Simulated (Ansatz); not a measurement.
**NH₄ (doublet): wave-function methods side by side at distance N1–H4 along a hydrogen transfer = 1.374 Å, cc-pVTZ**

Aim: climb from Hartree-Fock through coupled cluster and multireference methods for NH₄ (doublet) at one geometry and basis, and see what each rung misses.

Method: cc-pVTZ, core rule «outside noble gas», up to 1 orbitals frozen; program: Ansatz 0.2.0, Gaussian basis.

The runs, in order: UHF; CCSD(T) on ROHF; CCSD(T) on UHF; BCCD(T) on ROHF; CISD; CCSDT(Q) on ROHF; CCSDT(Q) on UHF; CASSCF and MRCISD+Q, 3 electrons in 3 orbitals; CASSCF and NEVPT2, 3 electrons in 3 orbitals; CASSCF and MRCISD+Q, 9 electrons in 8 orbitals; CASSCF and NEVPT2, 9 electrons in 8 orbitals.

### Step 1. What is computed

The geometry derives from fragments relaxed apart (PBE0/def2-TZVP) and kept rigid, so it is no stationary point. A hydrogen atom is moved between rigid fragments.

5 atoms, charge 0, spin multiplicity 2.

Atoms are counted from 1 here; the program's logs count them from 0.

Bond lengths: N1–H2 1.012 Å, N1–H3 1.012 Å. Angles: H2–N1–H3 107.1°.

### Step 2. UHF

in.yaml reads:

```yaml
crystal:
  periodic: [false, false, false]
  atoms:
    - {symbol: N, position_ang: [-0.170059, -0.031601, -0.049186]}
    - {symbol: H, position_ang: [-0.467339, 0.936233, -0.049186]}
    - {symbol: H, position_ang: [-0.467338, -0.433900, 0.831073]}
    - {symbol: H, position_ang: [1.203941, -0.031600, -0.049187]}
    - {symbol: H, position_ang: [2.093941, -0.031600, -0.049187]}
basis:
  gaussian: {orbitals: cc-pVTZ}
magnetization: {spin_polarized: true, initial_magnetization: 1}
hamiltonian: {xc: hf}
output: {orbitals: {seedname: orbitals}}
```

On the command line:

```console
ansatz run in.yaml --threads 1 --pin off --events-out ev --progress --plain --max-ram 4096MiB --backend cpu
```

After this run come: CCSD(T) on ROHF; CCSD(T) on UHF; BCCD(T) on ROHF; CISD; CCSDT(Q) on ROHF; CCSDT(Q) on UHF; CASSCF and MRCISD+Q, 3 electrons in 3 orbitals; CASSCF and NEVPT2, 3 electrons in 3 orbitals; CASSCF and MRCISD+Q, 9 electrons in 8 orbitals; CASSCF and NEVPT2, 9 electrons in 8 orbitals.

Before running them: what should the planned runs give, taken together? Wanted: UCCSDT(Q) below the RHF energy; RMP2 from UCCSDT(Q); UMP2 from UCCSDT(Q); RCCSD from UCCSDT(Q); RCCSD(T) from UCCSDT(Q); UCCSD(T) from UCCSDT(Q); RCCSDT(Q) from UCCSDT(Q); NEVPT2 pair from UCCSDT(Q); MRCISD+Q pair from UCCSDT(Q).

**Answer**, as computed:

| quantity | value |
| --- | --- |
| UCCSDT(Q) below the RHF energy | -7.5086 eV |
| RMP2 from UCCSDT(Q) | +917.6 meV |
| UMP2 from UCCSDT(Q) | +903.9 meV |
| RCCSD from UCCSDT(Q) | +247.2 meV |
| RCCSD(T) from UCCSDT(Q) | +26.4 meV |
| UCCSD(T) from UCCSDT(Q) | +25.8 meV |
| RCCSDT(Q) from UCCSDT(Q) | +1.3 meV |
| NEVPT2 pair from UCCSDT(Q) | +768.2 meV |
| MRCISD+Q pair from UCCSDT(Q) | +109.3 meV |
| NEVPT2 valence from UCCSDT(Q) | +964.5 meV |
| levels within 1 kcal/mol (43 meV) | RCCSD(T), UCCSD(T), BCCD(T), RCCSDT, UCCSDT, RCCSDT(Q), MRCISD+Q valence |
| T1 diagnostic | 0.043 |
| effectively unpaired electrons | 1.02 |

**Reading.** RCCSD(T) misses by +26.4 meV, 0.4 % of the correlation energy. The occupations are near whole numbers, but T1 = 0.043 shows that the orbitals relax strongly. Of the multireference levels listed MRCISD+Q valence comes nearest in total energy (+39.8 meV), which doesn't show that its space is the better one. These misses are within one basis, not against nature; the frozen cores of restricted and unrestricted runs differ, which can shift their rows.
